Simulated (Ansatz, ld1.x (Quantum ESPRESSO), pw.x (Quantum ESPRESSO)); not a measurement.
**hafnium (Hf) (fcc): variants of one TM potential in the solid**

ld1.x (Quantum ESPRESSO) 7.5 input, shortened:

```
&input
   title='Hf', zed=72., rel=1, dft='PW', iswitch=3,
   config='[Xe] 4f14 5d2 6s0.5 6p0'
 /
 &inputp
   pseudotype=2, tm=.true., lloc=0,
   nlcc=.false.
 /
3
6P  2  1   0.00   0.00  2.65  2.65  0.0
5D  3  2   2.00   0.00  2.50  2.50  0.0
6S  1  0   0.50   0.00  2.55  2.55  0.0
 &test
   configts(1)='5d2 6s0.5 6p0'
 /
```

Crystal test: fcc Hf in pw.x 7.5, no spin, 13³ k-points, Fermi–Dirac smearing 0.01 Ry, cutoffs set for each file from its atomic test. The reference is all-electron LAPW (Ansatz 0.2.0) with the same functional, mesh and smearing; V0 and B0 come from Birch–Murnaghan fits to the pressures at five volumes. Errors are pseudo minus all-electron; Δ is the rms difference of the E(V) curves that follow from these fits, minima aligned, over ±6 % about the mean V0. Mesh and smearing are coarse, so the numbers serve the comparison and aren't converged zero-temperature values; the lattice is a test structure that the element need not adopt.

All-electron: a0 = 4.367 Å (V0 = 20.82 Å³/atom), B0 = 114.6 GPa.

Base: This is a poor potential for the solid.

2 further variants are left out: they gave no file fit for a test, a broken result, the same result as the base, or pressures whose basis-set error rivals the error shown.

A dash in a converged row means that the minimum lies outside the volumes sampled.

| change | cutoffs (Ry) | pw.x | mean pressure error (GPa) |
| --- | --- | --- | --- |
| base | 40/160 | converged | -6.19 |
| all radii scaled by about 1.06 (s 2.70, p 2.80, d 2.64 bohr) | 35/140 | converged | -6.34 |
| all radii scaled by about 1.31 (s 3.36, p 3.48, d 3.28 bohr) | 35/140 | converged | -9.47 |

(1) Give the row for: all radii scaled by about 1.18 (s 3.02, p 3.14, d 2.96 bohr).

Results:

(1) pw.x: converged; mean pressure error (GPa): -7.10.
